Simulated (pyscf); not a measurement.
Four-centre exchange: H₂N–SiH₃ (SMILES N[SiH3]) + H₂O (SMILES O) -> H₂N–SiH₂–OH (SMILES N[SiH2]O) + H₂ (SMILES [H][H])

Gas phase, singlet surface, charge 0. Bonds broken: Si2–H5, O8–H9. Bonds formed: Si2–O8, H5–H9. Structures and frequencies: ωB97X-D3(BJ)/def2-SVP in PySCF.

Transition state (Å):

```xyz
10

N     -0.3776    -0.4191     1.1688
Si    -0.0331     1.0748     0.3875
H     -0.7033    -0.4322     2.1292
H     -0.0031    -1.3066     0.8546
H      0.3737     0.1065    -1.0723
H     -0.7855     1.9875     1.3309
H      1.2998     1.7296     0.2883
O     -1.1021     1.6299    -1.0744
H     -0.5052     0.7548    -1.4521
H     -2.0496     1.4577    -0.9619
```

One imaginary mode, 1188i cm⁻¹; descent along it reached the two sides named.

```json
[
 {"bond": "Si2–H5", "change": "breaks", "reactant side (Å)": "1.494", "saddle": "1.798", "product side": "4.0"},
 {"bond": "O8–H9", "change": "breaks", "reactant side (Å)": "0.965", "saddle": "1.125", "product side": "2.483"},
 {"bond": "Si2–O8", "change": "forms", "reactant side (Å)": "3.0", "saddle": "1.894", "product side": "1.678"},
 {"bond": "H5–H9", "change": "forms", "reactant side (Å)": "2.545", "saddle": "1.156", "product side": "0.762"}
]
```

Electronic energies relative to the separated reactants (eV):

```tsv
level	barrier	reaction energy	reverse barrier
ωB97X-D3(BJ)/def2-TZVP	1.28	-0.96	2.24
PBE/def2-TZVP	1.05	-0.91	1.96
r²SCAN/def2-TZVP	1.10	-1.01	2.12
B3LYP-D3(BJ)/def2-TZVP	1.27	-0.97	2.25
PBE0-D3(BJ)/def2-TZVP	1.16	-0.90	2.06
M06-2X/def2-TZVP	1.27	-1.08	2.35
ωB97M-D3(BJ)/def2-TZVP	1.25	-0.96	2.21
HF/def2-TZVP	2.06	-0.88	2.94
```

With ωB97M-D3(BJ)/def2-TZVP energies and thermal terms (ideal gas, 1 atm, RRHO with modes under 100 cm⁻¹ raised to 100, one conformer, R ln 2 for chiral ones without a mode under 150 cm⁻¹), in eV:

| T (K) | ΔH‡ | ΔG‡ | ΔH | ΔG |
|---|---|---|---|---|
| 298 | 1.19 | 1.67 | -1.07 | -0.99 |
| 600 | 1.18 | 2.15 | -1.02 | -0.92 |
| 900 | 1.21 | 2.64 | -0.98 | -0.87 |
| 1200 | 1.24 | 3.11 | -0.95 | -0.84 |

The same reactants have a lower exit, to HO–SiH₃ + NH₃ (barrier +0.82 eV at ωB97M-D3(BJ)/def2-TZVP, against +1.25 eV here). This is the saddle that the search found; another between the same sides may lie lower.
